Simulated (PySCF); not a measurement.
chloromethane (CH₃Cl), SMILES CCl.

Coordinates come from a ωB97X-D3(BJ)/def2-TZVP optimisation.

The numbers are results of HF/def2-TZVPD (PySCF), not measurements.

The molecule is in vacuum.

Computed frontier levels, gap, dipole moment and polarisability:
- highest occupied level = -11.85 eV
- lowest empty level = 1.94 eV
- orbital gap = 13.79 eV
- dipole moment = 2.09 D
- quadrupole, principal values (traceless, Buckingham form, about the centre of nuclear charge) = -0.88, -0.88, 1.75 D·Å
- mean static polarisability = 28.4 bohr³ (4.20 Å³)
- polarisability, principal values = 25.1, 25.1, 34.8 bohr³
